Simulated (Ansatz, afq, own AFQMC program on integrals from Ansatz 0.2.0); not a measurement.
**SiH$_{2}$O, singlet in cc-pVDZ, levels against CCSDT(Q)**

```xyz
4

Si    0.0000   -0.1612    0.6010
O     0.0000    0.2314   -1.0093
H     0.0000    1.3462    0.8723
H     0.0000   -0.5273   -1.5989
```

Connectivity, by distances: SiH–OH.

Basis cc-pVDZ. Noble-gas cores (and the filled d shells of Ga–Kr and In–Xe) are frozen. Integrals, coupled cluster, full CI and functionals: Ansatz 0.2.0; the random walks run on the same integrals in our own AFQMC program. The CISD trial takes its coefficients from CCSD amplitudes. Released means that phaseless walkers are propagated on without the constraint, phases kept. Free projection: walkers drawn from exp(T), propagated without any constraint. Its projection time is finite, and what remains of the start isn't in its error. Error bars are statistical, one sigma.

Determinant: RHF, the one that the program's search chose, which needn't be the lowest solution. The geometry is a point of a scan.

No full CI on the walks' own integrals is used here; CCSDT(Q) serves as the reference and is uncertain by about the last step of the cluster series.

- T1 diagnostic: 0.0184
- weight of the determinant in the CISD state: 0.878
- size of the correlated space: 12 electrons in 36 orbitals

Reference: CCSDT(Q), correlation energy -8.387 eV. The released energy is read at 2.40 1/Eh (meV from the phaseless value at times in 1/Eh: -6 ± 18 at 0.24, -6 ± 17 at 0.51, -8 ± 15 at 0.99, -7 ± 20 at 1.62, 34 ± 20 at 2.40).

| level | E − E(reference) (meV) | share of correlation (%) |
| --- | --- | --- |
| HF | 8386.9 | 0.00 |
| MP2 | 883.9 | 89.46 |
| CCSD | 240.5 | 97.13 |
| CCSD(T) | 41.0 | 99.51 |
| CCSDT | 23.4 | 99.72 |
| ph-AFQMC/HF | -49.8 ± 87.6 | 100.59 |
| ph-AFQMC/CISD | 9.6 ± 15.4 | 99.89 |
| released AFQMC | 43.2 ± 19.9 | 99.48 |
| free AFQMC | -16.5 ± 23.8 | 100.20 |

Free projections are given only where their last times agree within the noise and don't stop above the reference; a slow remainder of the start can still hide under it. A walk keeps the symmetry of its determinant, which the program's search chose and which needn't be the lowest solution, so a lower state of the same spin and another symmetry isn't excluded. Released energies are given only where the last usable release times agree within the noise; a slower fall can still hide under it.
